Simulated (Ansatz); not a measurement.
# C₃H₅ClF₂: one species, many methods

One table from this session's results is given with a row withheld; the runs are named, their logs left out.

Method: functionals in def2-TZVPP, the program's frozen cores in correlated methods; program: Ansatz 0.2.0, Gaussian basis.

Plan: LDA (SPW92), PBE-D4, revPBE-D4, BLYP-D4, r2SCAN-D4, B97M-V, PBE0-D4, B3LYP-D4, r2SCANh-D4, r2SCAN0-D4, HSE06-D4, BHLYP-D4, CAM-B3LYP-D4, LC-ωPBE, ωB97X-V, ωB97M-V, B2PLYP, PBE-QIDH; CCSD(T)/def2-SVP; CCSD(T)/def2-TZVPP; MP2/def2-QZVPP; extrapolation to the limit; RPA on PBE.

### The geometry

All runs share one geometry, relaxed beforehand with PBE0-D4 in a triple-zeta def2 set.

SMILES `FCC(Cl)CF`, 11 atoms, charge 0, spin multiplicity 1.

Atoms are counted from 1 here; the program's logs count them from 0.

Bond lengths: F1–C2 1.372 Å, C2–C3 1.510 Å, C2–H7 1.096 Å, C2–H8 1.094 Å, C3–Cl4 1.782 Å, C3–C5 1.510 Å, C3–H9 1.092 Å, C5–F6 1.372 Å, C5–H10 1.096 Å, C5–H11 1.094 Å. Angles: F1–C2–C3 110.5°, F1–C2–H7 107.9°, F1–C2–H8 108.4°, C3–C2–H7 109.5°, C3–C2–H8 111.0°, H7–C2–H8 109.5°, C2–C3–Cl4 110.3°, C2–C3–C5 111.1°, C2–C3–H9 109.4°, Cl4–C3–C5 110.3°, Cl4–C3–H9 106.2°, C5–C3–H9 109.4°, C3–C5–F6 110.5°, C3–C5–H10 109.5°, C3–C5–H11 111.0°, F6–C5–H10 107.9°, F6–C5–H11 108.4°, H10–C5–H11 109.5°.

The first run:

File in.yaml:

```yaml
crystal:
  periodic: [false, false, false]
  atoms:
    - {symbol: F, position_ang: [0.032224, -1.963397, 1.420164]}
    - {symbol: C, position_ang: [0.301135, -1.216123, 0.301479]}
    - {symbol: C, position_ang: [-0.305009, 0.161082, 0.426849]}
    - {symbol: Cl, position_ang: [-2.083286, 0.053142, 0.464798]}
    - {symbol: C, position_ang: [0.141754, 1.056081, -0.704169]}
    - {symbol: F, position_ang: [-0.270188, 2.346632, -0.487458]}
    - {symbol: H, position_ang: [1.389661, -1.128945, 0.207461]}
    - {symbol: H, position_ang: [-0.099136, -1.742312, -0.569846]}
    - {symbol: H, position_ang: [-0.006475, 0.603571, 1.379323]}
    - {symbol: H, position_ang: [1.236409, 1.055992, -0.759481]}
    - {symbol: H, position_ang: [-0.271591, 0.717176, -1.658418]}
basis:
  gaussian: {orbitals: def2-TZVPP}
hamiltonian: {xc: lda}
output: {orbitals: {seedname: orbitals}}
```

Among the steps run: LDA; PBE-D4 (GGA); revPBE-D4 (GGA); BLYP-D4 (GGA); r2SCAN-D4 (meta-GGA); B97M-V (meta-GGA); PBE0-D4 (hybrid); B3LYP-D4 (hybrid); r2SCANh-D4 (hybrid); r2SCAN0-D4 (hybrid); HSE06-D4 (hybrid); BHLYP-D4 (hybrid); CAM-B3LYP-D4 (range-separated); LC-ωPBE (range-separated); ωB97X-V (range-separated); ωB97M-V (range-separated); B2PLYP (double hybrid); PBE-QIDH (double hybrid).

One table of the session follows, with a row left open; its other results are not shown here.

It belongs to the step «Frontier levels by functional». 

```
  functional  HOMO (eV)  LUMO (eV)  gap (eV)
 LDA (SPW92)      -7.41      -0.85      6.57
      PBE-D4          ?          ?         ?
   revPBE-D4      -7.19      -0.51      6.68
     BLYP-D4      -7.13      -0.51      6.62
   r2SCAN-D4      -7.59      -0.32      7.27
      B97M-V      -7.74      -0.29      7.45
     PBE0-D4      -8.71       0.51      9.23
    B3LYP-D4      -8.46       0.22      8.68
  r2SCANh-D4      -8.13       0.09      8.22
  r2SCAN0-D4      -8.93       0.69      9.62
    HSE06-D4      -8.30       0.13      8.43
    BHLYP-D4     -10.05       1.56     11.61
CAM-B3LYP-D4     -10.15       1.64     11.79
     LC-ωPBE     -11.58       2.95     14.53
     ωB97X-V     -11.20       2.79     13.99
     ωB97M-V     -11.04       2.48     13.53
```

Estimate the missing values for PBE-D4.

The run gave: HOMO (eV): -7.26; LUMO (eV): -0.61; gap (eV): 6.65. In the column «HOMO (eV)» it lies between LDA (SPW92) (-7.41) and revPBE-D4 (-7.19).
